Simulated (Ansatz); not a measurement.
`C/N=C/NC` + NH₃ → `C/N=C\N` + CH₃NH₂ at 298.15 K and 1 bar (substitution at a C–N bond).

Gas-phase electronic energies from Ansatz, PBE0-D4/def2-TZVP geometries. CBS: MP2 limit from def2 TZ/QZ plus the TZ coupled-cluster correction, frozen cores. This one scheme is used for every species. Double bonds are as drawn, so ΔE can hold a change between cis and trans. One conformer a species, not always the lowest.

| species | CCSD(T)/CBS energy (Eh) | H − E (kJ/mol) | S (J/(mol·K)) |
| --- | --- | --- | --- |
| `C/N=C/NC` | -228.35220 | 319.9 | 325.2 |
| NH₃ | -56.50880 | 100.5 | 192.4 |
| `C/N=C\N` | -189.09797 | 242.0 | 291.2 |
| CH₃NH₂ | -95.75281 | 180.0 | 240.4 |

H − E and S are ideal-gas, rigid-rotor, harmonic terms from PBE0-D4/def2-TZVP, for one conformer and one mirror image of each species. 1 Eh = 2625.50 kJ/mol, R = 8.31446 J/(mol·K).

Problem. By hand: ΔE, ΔH, ΔS and ΔG.

Solution. ΔE = (-189.09797) + (-95.75281) − (-228.35220) − (-56.50880) = 0.01022 Eh = 26.8 kJ/mol. Δ(H − E) = 242.0 + 180.0 − 319.9 − 100.5 = 1.6, so ΔH = 28.4 kJ/mol. ΔS = 291.2 + 240.4 − 325.2 − 192.4 = 14.0 J/(mol·K). ΔG = 28.4 − 298.15 × (14.0)/1000 = 24.2 kJ/mol.

Problem. By hand: the equilibrium constant, and the temperature at which ΔG would vanish if ΔH and ΔS stayed fixed.

Solution. log₁₀ K = −ΔG/(RT ln 10) = -4.2. ΔG = 0 at ΔH/ΔS = 2029 K, though so small a ΔS makes that figure unsure.

The number of gas molecules stays the same, so ΔS is small and ΔH decides. A doubt of 5 kJ/mol in ΔE shifts log₁₀ K by 0.9 here. Other conformers and mirror images would add mixing entropy, several J/(mol·K) or more a flexible species. These are equilibria of isolated gas molecules and say nothing of rates. Largest T1 diagnostic: 0.013 (customary marks: 0.02 for closed shells, 0.045 for open ones).
